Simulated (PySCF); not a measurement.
Species: H2O.
SMILES: `O`

Level of theory: PBE0-D3(BJ)/def2-SVP geometry optimisation, gas phase in PySCF 2.14.0.

Take the most abundant isotopes and a rigid rotor. 

Task: What are A, B and C (MHz)?

Result: Ia = 0.64, Ib = 1.15, Ic = 1.79 u·Å²; 505379 MHz·u·Å²/I gives A = 788945, B = 440595, C = 282712 MHz.

Task: What kind of rotor is it?

Result: An asymmetric top. Ray's parameter κ = (2B − A − C)/(A − C) = -0.376; −1 is the prolate and +1 the oblate limit.

Task: Where do the levels up to J = 4 lie, in K?

Result: Above 0(0,0), as E/k:
J = 1: 1(0,1) 34.713, 1(1,1) 51.431, 1(1,0) 59.009
J = 2: 2(0,2) 102.091, 2(1,2) 113.281, 2(1,1) 136.012, 2(2,1) 186.167, 2(2,0) 188.215
J = 3: 3(0,3) 198.862, 3(1,3) 204.909, 3(1,2) 250.011, 3(2,2) 290.307, 3(2,1) 299.724, 3(3,1) 393.986, 3(3,0) 394.348
J = 4: 4(0,4) 322.620, 4(1,4) 325.370, 4(1,3) 398.725, 4(2,3) 427.537, 4(2,2) 451.997, 4(3,2) 536.076, 4(3,1) 538.494, 4(4,1) 676.863, 4(4,0) 676.916
The levels of one J sum to (2J + 1)J(J + 1)(A + B + C)/3.

Task: Which lines would a microwave search look for?

Result: The dipole components are |μa| = 0.00 D, |μb| = 2.03 D, |μc| = 0.00 D; the symmetry axis of this C2v structure is b, so μa and μc vanish by symmetry and there are no a-type or c-type lines. Some lines, for components of 0.1 D or more:

```csv
type,branch,"J(Ka,Kc)",MHz,lower level (cm⁻¹)
b,R,"3(1,2) ← 2(2,1)",1330288,129.392
b,Q,"2(2,1) ← 2(1,2)",1518700,78.734
b,Q,"3(2,2) ← 3(1,3)",1779396,142.419
b,Q,"4(3,1) ← 4(2,2)",1802302,314.154
b,Q,"3(3,0) ← 3(2,1)",1971631,208.319
b,Q,"4(2,3) ← 4(1,4)",2128807,226.144
b,R,"4(2,3) ← 3(1,2)",3699053,173.766
b,R,"4(2,2) ← 3(1,3)",5148482,142.419
b,R,"5(3,2) ← 4(2,3)",6147033,297.153
b,R,"5(4,1) ← 4(3,2)",6653891,372.592
b,R,"5(5,1) ← 4(4,0)",7468574,470.480
```

Task: Estimate the classical rotational partition function at 500 K.

Result: Point group C2v, symmetry number σ = 2; q = (√π/σ)·√((kT/h)³/(ABC)), k/h = 20836.6 MHz/K: 95.1 at 500 K.

Stationary, but not proved a minimum. Zero-point vibration and centrifugal distortion are left out.
